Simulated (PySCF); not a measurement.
PySCF input file for methanidylidynesulfanium (CS), SMILES [C-]#[S+], TDA-ωB97X/def2-TZVPD. Geometry optimised at PBE0-D3(BJ)/def2-TZVPD.

```python
import numpy as np
from pyscf import gto, scf, dft, tdscf

mol = gto.M(
    atom='''
    C     0.00000000    0.00000000   -1.11222111
    S     0.00000000    0.00000000    0.41708292
    ''',
    basis='def2-TZVPD',
    charge=0,
    spin=0,
    symmetry=True,
    symmetry_subgroup='C2v',
    max_memory=1600,
    verbose=4,
)
mf = dft.RKS(mol, xc='wb97x').density_fit(auxbasis='def2-universal-jkfit')
mf.grids.level = 3
mf.conv_tol = 1e-9
mf.max_cycle = 100
mf.kernel()
mf.grids = dft.Grids(mol).set(level=1).build(with_non0tab=True)  # coarser grid for the response kernel
td = tdscf.TDA(mf)
td.singlet = True
td.nstates = 10
td.conv_tol = 1e-4
td.kernel(x0=td.get_init_guess(mf, 15))
td.analyze()
tt = tdscf.TDA(mf)
tt.singlet = False
tt.nstates = 4
tt.conv_tol = 1e-4
tt.kernel(x0=tt.get_init_guess(mf, 9))
tt.analyze(verbose=3)
```

Output:

```
PySCF version 2.14.0

[INPUT] verbose = 4
[INPUT] num. atoms = 2
[INPUT] num. electrons = 22
[INPUT] charge = 0
[INPUT] spin (= nelec alpha-beta = 2S) = 0
[INPUT] symmetry True subgroup C2v
[INPUT] Mole.unit = angstrom
[INPUT] Symbol           X                Y                Z      unit          X                Y                Z       unit  Magmom
[INPUT]  1 C      0.000000000000   0.000000000000  -1.112221110000 AA    0.000000000000   0.000000000000  -2.101793287860 Bohr   0.0
[INPUT]  2 S      0.000000000000   0.000000000000   0.417082920000 AA    0.000000000000   0.000000000000   0.788172490034 Bohr   0.0

nuclear repulsion = 33.2183864370775
point group symmetry = Coov, use subgroup C2v
symmetry origin: [0.00000000e+00 0.00000000e+00 5.15379868e-09]
symmetry axis x: [1. 0. 0.]
symmetry axis y: [0. 1. 0.]
symmetry axis z: [0. 0. 1.]
num. orbitals of irrep A1 = 37
num. orbitals of irrep A2 = 8
num. orbitals of irrep B1 = 19
num. orbitals of irrep B2 = 19
number of shells = 29
number of NR pGTOs = 124
number of NR cGTOs = 83
basis = def2-TZVPD
ecp = {}


[settings echo left out]
init E= -436.251127308785
HOMO (A1) = -0.303839114874631  LUMO (B1) = -0.0717405782243148  gap/eV = 6.31572
cycle= 1 E= -436.203305128057  delta_E= 0.0478  |g|= 0.225  |ddm|= 1.29
HOMO (A1) = -0.462193363476743  LUMO (B2) = -0.0289706720489864  gap/eV = 11.78859
cycle= 2 E= -436.19557231762  delta_E= 0.00773  |g|= 0.301  |ddm|= 0.332
HOMO (A1) = -0.422113739516796  LUMO (B2) = -0.00657796137954136  gap/eV = 11.30730
cycle= 3 E= -436.218935622185  delta_E= -0.0234  |g|= 0.0247  |ddm|= 0.192
HOMO (A1) = -0.42045566239759  LUMO (B2) = -0.00248580420521272  gap/eV = 11.37354
cycle= 4 E= -436.219092233469  delta_E= -0.000157  |g|= 0.00717  |ddm|= 0.0436
HOMO (A1) = -0.421525420622267  LUMO (B1) = -0.0031679293313438  gap/eV = 11.38409
cycle= 5 E= -436.219115711843  delta_E= -2.35e-05  |g|= 0.00161  |ddm|= 0.0142
HOMO (A1) = -0.421551803379586  LUMO (B1) = -0.00325675967415329  gap/eV = 11.38239
cycle= 6 E= -436.219118367797  delta_E= -2.66e-06  |g|= 0.00035  |ddm|= 0.00654
HOMO (A1) = -0.421606018123597  LUMO (B1) = -0.00329452673391195  gap/eV = 11.38284
cycle= 7 E= -436.219118472858  delta_E= -1.05e-07  |g|= 5.19e-05  |ddm|= 0.0013
HOMO (A1) = -0.421620979725809  LUMO (B2) = -0.00330337542800763  gap/eV = 11.38300
cycle= 8 E= -436.219118475335  delta_E= -2.48e-09  |g|= 1.73e-05  |ddm|= 0.000177
HOMO (A1) = -0.421622182083539  LUMO (B2) = -0.00330401754569287  gap/eV = 11.38302
cycle= 9 E= -436.21911847547  delta_E= -1.35e-10  |g|= 4.3e-06  |ddm|= 2.75e-05
HOMO (A1) = -0.42162299989317  LUMO (B1) = -0.0033040709486567  gap/eV = 11.38304
Extra cycle  E= -436.219118475476  delta_E= -5.91e-12  |g|= 3.81e-06  |ddm|= 9.46e-06
converged SCF energy = -436.219118475476
tot grids = 11496


******** <class 'pyscf.tdscf.rks.TDA'> for <class 'pyscf.df.df_jk.DFSymAdaptedRKS'> ********
nstates = 10 singlet
deg_eia_thresh = 1.000e-03
wfnsym = None
conv_tol = 0.0001
eigh lindep = 1e-12
eigh level_shift = 0
eigh max_cycle = 100


Excitation energies (eV)
[5.02081086 5.02081086 5.30156109 5.63580713 5.63602695 8.68944893
 9.23022124 9.66572193 9.66572193 9.81945953]

** Singlet excitation energies and oscillator strengths **
Excited State   1:   B1      5.02081 eV    246.94 nm  f=0.0089
      11 -> 12       -0.69971
Excited State   2:   B2      5.02081 eV    246.94 nm  f=0.0089
      11 -> 13       -0.69971
Excited State   3:   A2      5.30156 eV    233.86 nm  f=0.0000
       9 -> 13        0.49731
      10 -> 12       -0.49731
Excited State   4:   A2      5.63581 eV    219.99 nm  f=0.0000
       9 -> 13        0.49795
      10 -> 12        0.49795
Excited State   5:   A1      5.63603 eV    219.99 nm  f=0.0000
       9 -> 12        0.49795
      10 -> 13       -0.49795
Excited State   6:   A1      8.68945 eV    142.68 nm  f=0.0082
       9 -> 12       -0.24134
      10 -> 13       -0.24134
      11 -> 14        0.25500
      11 -> 17        0.43872
      11 -> 19       -0.31298
Excited State   7:   A1      9.23022 eV    134.32 nm  f=0.2862
       9 -> 12        0.26226
      10 -> 13        0.26226
      11 -> 14       -0.14781
      11 -> 17        0.52921
      11 -> 19        0.16507
Excited State   8:   B2      9.66572 eV    128.27 nm  f=0.1664
      10 -> 17        0.63124
      10 -> 19       -0.22211
      11 -> 16        0.18520
Excited State   9:   B1      9.66572 eV    128.27 nm  f=0.1664
       9 -> 17       -0.63124
       9 -> 19        0.22211
      11 -> 15       -0.18520
Excited State  10:   B2      9.81946 eV    126.26 nm  f=0.0292
      10 -> 14        0.16679
      10 -> 17        0.12871
      10 -> 19       -0.13427
      11 -> 16       -0.64832

** Transition electric dipole moments (AU) **
state          X           Y           Z        Dip. S.      Osc.
  1         0.2697     -0.0000     -0.0000      0.0727      0.0089
  2        -0.0000      0.2697     -0.0000      0.0727      0.0089
  3         0.0000     -0.0000     -0.0000      0.0000      0.0000
  4        -0.0000      0.0000     -0.0000      0.0000      0.0000
  5         0.0000      0.0000      0.0000      0.0000      0.0000
  6         0.0000     -0.0000      0.1965      0.0386      0.0082
  7        -0.0000      0.0000     -1.1250      1.2657      0.2862
  8         0.0000     -0.8382     -0.0000      0.7025      0.1664
  9         0.8382     -0.0000     -0.0000      0.7025      0.1664
 10         0.0000      0.3484     -0.0000      0.1214      0.0292

** Transition velocity dipole moments (imaginary part, AU) **
state          X           Y           Z        Dip. S.      Osc.
  1        -0.0127     -0.0000     -0.0000      0.0002      0.0006
  2        -0.0000     -0.0127     -0.0000      0.0002      0.0006
  3         0.0000      0.0000     -0.0000      0.0000      0.0000
  4        -0.0000      0.0000     -0.0000      0.0000      0.0000
  5         0.0000      0.0000      0.0000      0.0000      0.0000
  6         0.0000     -0.0000     -0.1297      0.0168      0.0351
  7        -0.0000      0.0000     -0.1402      0.0196      0.0386
  8         0.0000     -0.2577     -0.0000      0.0664      0.1246
  9         0.2577     -0.0000     -0.0000      0.0664      0.1246
 10         0.0000      0.1267     -0.0000      0.0161      0.0297

** Transition magnetic dipole moments (imaginary part, AU) **
state          X           Y           Z
  1         0.0000      1.4477     -0.0000
  2        -1.4477     -0.0000      0.0000
  3        -0.0000      0.0000     -0.0000
  4        -0.0000     -0.0000      0.0000
  5        -0.0000      0.0000     -0.0000
  6        -0.0000     -0.0000      0.0000
  7        -0.0000     -0.0000      0.0000
  8        -0.0767      0.0000     -0.0000
  9        -0.0000     -0.0767     -0.0000
 10        -0.3758     -0.0000     -0.0000


******** <class 'pyscf.tdscf.rks.TDA'> for <class 'pyscf.df.df_jk.DFSymAdaptedRKS'> ********
nstates = 4 triplet
deg_eia_thresh = 1.000e-03
wfnsym = None
conv_tol = 0.0001
eigh lindep = 1e-12
eigh level_shift = 0
eigh max_cycle = 100


Excitation energies (eV)
[3.47521185 3.47521185 4.23768279 4.73097712]

** Triplet excitation energies and oscillator strengths **
Excited State   1:   B2      3.47521 eV    356.77 nm  f=0.0000
Excited State   2:   B1      3.47521 eV    356.77 nm  f=0.0000
Excited State   3:   A1      4.23768 eV    292.58 nm  f=0.0000
Excited State   4:   A2      4.73098 eV    262.07 nm  f=0.0000
```

Self-consistency was reached.

Cost: very roughly 7 core-seconds.
